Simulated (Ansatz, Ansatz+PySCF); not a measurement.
```tsv
atom	x (Å)	y (Å)	z (Å)
C	-0.0054	-0.0155	-1.2220
C	0.0196	0.0424	0.2962
N	0.0197	-0.0454	1.4422
H	-0.0057	-1.0570	-1.5982
H	-0.8824	0.4746	-1.5293
H	0.8824	0.4850	-1.5936
```

RHF-MP2 on singlet C₂H₃N was run in several spherical basis sets with Ansatz (development build ahead of 0.2.0). Frozen core: 3 orbitals.

(1) Rank the basis sets by the total energy that they give, lowest first, with the distance from the lowest.
A. cc-pVDZ
B. 6-31G(d)
C. def2-TZVP
D. cc-pVTZ
E. aug-cc-pVDZ
F. 6-31G
G. def2-SVP
H. STO-3G

## Answers

(1) D (0.00 eV), C (0.15 eV), E (2.91 eV), A (3.49 eV), B (4.29 eV), G (6.55 eV), F (8.90 eV), H (54.86 eV).

Totals follow the description of the cores as much as that of the bonds, so this order isn't one of quality for chemistry.
